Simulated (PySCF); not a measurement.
Relaxation of singlet S3

Method: PBE/[S def2-TZVP], no relativity, density fitting, PySCF. A (50,194) grid was used.

A hand-made bent start, of C2v symmetry, held to at least that symmetry:

```xyz
3
charge 0 multiplicity 1, angstrom
S     0.0000    0.0000   -0.7189
S     1.5400    0.0000    0.3594
S    -1.5400    0.0000    0.3594
```

Q: What forces act on the atoms at the start (eV/Å)?

A: 
```json
{"atom": "S1", "Fx": "0.00", "Fy": "0.00", "Fz": "-0.82"}
{"atom": "S2", "Fx": "1.92", "Fy": "0.00", "Fz": "0.41"}
{"atom": "S3", "Fx": "-1.92", "Fy": "0.00", "Fz": "0.41"}
```

Q: What does it relax to?

A: It ends at C2v with S–S 1.934 Å (×2); S–S–S 118.5°. A frequency run shows a minimum.

Q: How much energy is released, and in how many steps?

A: 18.4 kJ/mol in 4 steps.
